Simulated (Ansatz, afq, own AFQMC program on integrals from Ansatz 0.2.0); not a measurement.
## AlH$_{3}$, triplet: a scan with AFQMC

```xyz
4

Al    0.0000    0.0744   -0.0956
H     0.0000   -1.3724   -0.7540
H     0.4207   -0.3098    1.6570
H    -0.4207   -0.3098    1.6570
```

The Al1–H3 distance is changed with both sides rigid. Energies in kJ/mol count from this geometry (1.843 Å) at the same level; the start stands on UHF, each point on the determinant named.

Basis 6-31G. Only valence electrons are correlated. AFQMC by an in-house program on the Cholesky factors that Ansatz 0.2.0 writes for its CCSD(T) run. The CISD trial takes its coefficients from CCSD amplitudes. Released means that phaseless walkers are propagated on without the constraint, phases kept. Error bars are statistical, one sigma.

Cautions, each for one point or more: lower spins were not checked; strong correlation.

```
r(Al1–H3) / Å  det.     T1  weight  ⟨S²⟩  CCSD  r2SCAN  CCSD(T)
        1.663   UHF  0.013    0.95  2.00  17.5    14.3     17.5
        2.076   UHF  0.014    0.95  2.00   9.4     9.3      9.2
        2.563   UHF  0.051    0.90  2.04  90.1    81.3     88.4
        3.426   UHF  0.016    0.95  2.00  91.8   117.7     91.6
        4.927   UHF  0.015    0.95  2.00  80.3   121.4     80.1
```

(1) Estimate the curve of full CI, counted from the same start.

Answers

(1) 
```csv
r(Al1–H3) / Å,det.,T1,weight,⟨S²⟩,FCI,ph-AFQMC/CISD,released AFQMC,CCSDT(Q)
1.663,UHF,0.013,0.95,2.00,17.5,17.5 ± 0.08,17.5 ± 0.04,17.5
2.076,UHF,0.014,0.95,2.00,9.1,9.2 ± 0.09,9.1 ± 0.04,9.1
2.563,UHF,0.051,0.90,2.04,86.6,87.8 ± 0.1,87.2 ± 0.09,86.6
3.426,UHF,0.016,0.95,2.00,91.2,91.4 ± 0.09,91.2 ± 0.04,91.2
4.927,UHF,0.015,0.95,2.00,79.9,79.9 ± 0.08,79.8 ± 0.04,79.8
```

Weight is that of the determinant in the CISD state; at the start T1 is 0.013 and the weight 0.95, and ⟨S²⟩ is 2.00. Symmetry can't show for every point that it stays on the start's state. Largest departures from full CI: CCSD(T) 1.8 kJ/mol at 2.563 (on UHF), ph-AFQMC/CISD 1.2 kJ/mol at 2.563 (on UHF), released AFQMC 0.6 kJ/mol at 2.563 (on UHF), CCSDT(Q) 0.0 kJ/mol at 2.563 (on UHF), CCSD 3.5 kJ/mol at 2.563 (on UHF). The functionals aren't scored here. In this small basis the wave-function levels are far from their limit, so their gap to the functionals isn't the functionals' error.

CCSDT and higher add their correlation energy to the determinant of the CCSD(T) run, since their own runs factorise the integrals more tightly (a shift of under 2 meV). A walk keeps the symmetry of its determinant, which the program's search chose and which needn't be the lowest solution, so a lower state of the same spin and another symmetry isn't excluded. Released energies are given only where the last usable release times agree within the noise; a slower fall can still hide under it.
